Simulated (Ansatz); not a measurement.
## Worked example: vertical ionisation energy of CO2 (SMILES O=C=O)

CO2: 3 atoms, total charge 0, spin state singlet. SMILES: `O=C=O`. Geometry: relaxed at GFN2-xTB.

| atom | x (Å) | y (Å) | z (Å) |
| --- | --- | --- | --- |
| O | 0.3674 | -1.0795 | 0.0872 |
| C | 0.0002 | 0.0001 | 0.0001 |
| O | -0.3675 | 1.0794 | -0.0873 |

Both states at this one shape; open shells run unrestricted unless said. 1 Eh = 27.2114 eV.

```
        level  program  singlet CO2 (Eh)  doublet [CO2]+ (Eh)
   PBE/STO-3G   Ansatz       -185.785833          -185.362306
r2SCAN/STO-3G   Ansatz       -185.918107          -185.492356
 BHLYP/STO-3G   Ansatz       -185.876489          -185.467509
```

Work out the vertical ionisation energy at each level.


1. PBE/STO-3G: -185.362306 − (-185.785833) = 0.423527 Eh = 11.52 eV.
2. r2SCAN/STO-3G: -185.492356 − (-185.918107) = 0.425751 Eh = 11.59 eV.
3. BHLYP/STO-3G: -185.467509 − (-185.876489) = 0.408980 Eh = 11.13 eV.

No measured value is set beside it here; the levels span 11.13 to 11.59 eV. Minimal sets are far from the basis-set limit.
